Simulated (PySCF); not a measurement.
## Computed χzz against gas-phase spectroscopy

Values to reproduce (atoms as numbered below): 14N at N2: χzz = 0.1563 MHz [1].
[1] measured, gas; W. C. Bailey, Calculation of NQCC in Gaseous State Molecules (compilation of microwave values)

C₅H₉N.
SMILES with atom numbers: `[C-:1]#[N+:2][C:3]([CH3:4])([CH3:5])[CH3:6]` (hydrogens: H7, H8, H9 on C4; H10, H11, H12 on C5; H13, H14, H15 on C6)

Geometry (PBE0-D3(BJ)/def2-SVP, Å), atoms numbered from 1 in this order:
```xyz
15
C5H9N angstrom
C      0.1353   -2.4778    1.2781
N      0.0783   -1.4361    0.7423
C      0.0089   -0.1652    0.0858
C     -0.6574    0.8288    1.0395
C      1.4348    0.2767   -0.2500
C     -0.8199   -0.3301   -1.1899
H     -0.7228    1.8178    0.5628
H     -1.6729    0.4965    1.2986
H     -0.0766    0.9247    1.9681
H      1.4139    1.2527   -0.7564
H      2.0385    0.3688    0.6643
H      1.9204   -0.4527   -0.9141
H     -0.8905    0.6341   -1.7143
H     -0.3536   -1.0628   -1.8640
H     -1.8361   -0.6751   -0.9514
```

Task: What do the calculations give?

Result: PySCF, non-relativistic, all at one geometry, with Q(14N) = 0.02044 b:

| level | functions | 14N N2 (MHz) | computed/reference − 1 (%) |
| --- | --- | --- | --- |
| B3LYP/pcJ-1 | 252 | 0.494 | +216.0 |
| PBE0/pcSseg-1 | 147 | 0.445 | +184.8 |

Closest here is PBE0/pcSseg-1 (184.8 % unsigned error), furthest B3LYP/pcJ-1 (216.0 %); one molecule doesn't rank methods. The miss is large at every level shown, and its cause wasn't examined. Computed values are for fixed nuclei, while measured ones can include vibrational averaging.
